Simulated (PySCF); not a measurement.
# SiS (SMILES [Si-]#[S+]) at SVWN5/STO-6G

Aim: the energy of SiS. The job is set up through a Python script.

Program for the calculation: PySCF 2.14.0.

## (1) Starting point

SiS: 2 atoms, total charge 0, spin state singlet. SMILES: `[Si-]#[S+]`. The Si1–S2 distance was set to 3.473 Å, away from the relaxed value.

## (2) A single-point energy at SVWN5/STO-6G

Input file start.xyz:

```xyz
2

Si     0.000000     0.000000    -1.543479
S      0.000000     0.000000     1.929321
```

Input file calc.py:

```python
from pyscf import gto, dft

system = gto.M(
    atom='start.xyz',
    spin=0,
    basis='sto-6g',
    verbose=4,
    max_memory=1860,
)

mf = dft.RKS(system, xc='svwn')
mf.grids.level = 5
mf.conv_tol = 1e-10
mf.kernel()
if not mf.converged:
    mf = mf.newton().run(mf.mo_coeff, mf.mo_occ)

etot = mf.e_tot
print('Final energy', etot)
```

Started as:

```console
$ OMP_NUM_THREADS=1 python calc.py
```

What values should one expect? Wanted: total energy; dipole moment; HOMO energy; LUMO energy; HOMO–LUMO gap.

Computed results:

At SVWN5/STO-6G:

```
     quantity          value
 total energy  -682.27650 Eh
dipole moment         3.40 D
  HOMO energy       -0.09 eV
  LUMO energy        0.15 eV
HOMO–LUMO gap        0.25 eV
```

What this shows: One bond is far stretched, which a spin-restricted single reference describes badly; a broken-symmetry solution may lie lower.
